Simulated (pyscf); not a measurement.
H₃C–Si(OH)(OH)–OH + H• -> CH₄ + HO–Si•(OH)–OH, a substitution at C (doublet surface; C–Si broken, C–H formed). PySCF, gas phase, ωB97X-D3(BJ)/def2-SVP geometries. Energies in kJ/mol from the separated reactants.

Small-basis levels: PySCF, no dispersion term, spherical d functions. AM1 to PM7: differences of heats of formation from MOPAC. Open shells are spin-unrestricted. 

| level | barrier | reaction energy |
|---|---|---|
| HF/6-31G* | 229.0 | -24.1 |
| BP86/6-31G* | 96.8 | -74.9 |
| PBE/6-31G* | 106.9 | -57.3 |
| B3LYP/6-31G* | 127.0 | -64.9 |
| M06-2X/6-31G* | 147.7 | -40.5 |
| AM1 | 39.2 | -109.5 |
| PM3 | -2.9 | -130.9 |
| PM6 | 99.4 | -27.3 |
| PM7 | 71.4 | -100.4 |
| ωB97M-D3(BJ)/def2-TZVP | 149.4 | -38.2 |

Against the last row the barrier runs from -152.3 (PM3) to +79.6 kJ/mol (HF/6-31G*). At PM3 this geometry lies under one side, so the entry may be no barrier of that level: it is a single point on another level's saddle. ωB97M-D3(BJ)/def2-TZVP has limits of its own. Abstraction by the radical was not located in this set and often lies lower. One saddle was located; it need not be the lowest between these sides. The angle at the attacked C is 178°.
